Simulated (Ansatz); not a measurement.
# BH6Si: the cost of one run

Program: Ansatz 0.2.0. Level of theory: UKS PBE/def2-SVP. These are calculated values, not measurements.

## (1) Starting point

Bond lengths: B1–H3 1.190 Å, B1–H4 1.190 Å, Si5–H6 1.460 Å, Si5–H7 1.460 Å, Si5–H8 1.460 Å. Angles: H3–B1–H4 120.0°, H6–Si5–H7 109.4°, H6–Si5–H8 109.4°, H7–Si5–H8 109.4°.

Structure file:

```xyz
8

B     0.0000    0.0000    0.0000
H     0.0000    0.0000    1.4400
H     1.0305    0.0000   -0.5950
H    -1.0305    0.0000   -0.5950
Si    0.0000    0.0000    3.2000
H    -0.7436   -1.1581    3.6874
H     1.3747   -0.0649    3.6874
H    -0.6311    1.2230    3.6874
```

## (2) A restrained relaxation towards end A

Springs on the bonds that form and break draw the guess towards this end; the thresholds are loose.

File input.yaml:

```yaml
crystal:
  periodic: [false, false, false]
  atoms:
    - { symbol: B, position_ang: [0.0, 0.0, 0.0] }
    - { symbol: H, position_ang: [0.0, 0.0, 1.44] }
    - { symbol: H, position_ang: [1.0305, 0.0, -0.595] }
    - { symbol: H, position_ang: [-1.0305, 0.0, -0.595] }
    - { symbol: Si, position_ang: [0.0, 0.0, 3.2] }
    - { symbol: H, position_ang: [-0.7436, -1.1581, 3.6874] }
    - { symbol: H, position_ang: [1.3747, -0.0649, 3.6874] }
    - { symbol: H, position_ang: [-0.6311, 1.223, 3.6874] }
magnetization:
  spin_polarized: true
  initial_magnetization: 1
basis:
  gaussian: { orbitals: def2-SVP }
hamiltonian:
  xc: pbe
relax:
  f_tol: 0.15
  max_steps: 25
  restrain:
    - { distance: [1, 4], at: 2.66, k: 30.0 }
    - { distance: [0, 1], at: 1.19, k: 30.0 }
```

The run is started by

```bash
> ansatz run input.yaml --threads 1 --pin off --max-ram 2048MiB --backend cpu --events-out ev --progress --plain --runs-dir out
```

Q: Estimate wall time and peak memory on 1 thread of Arm Neoverse V1, shared host.

About 20 s, with a peak of 0.13 GiB.
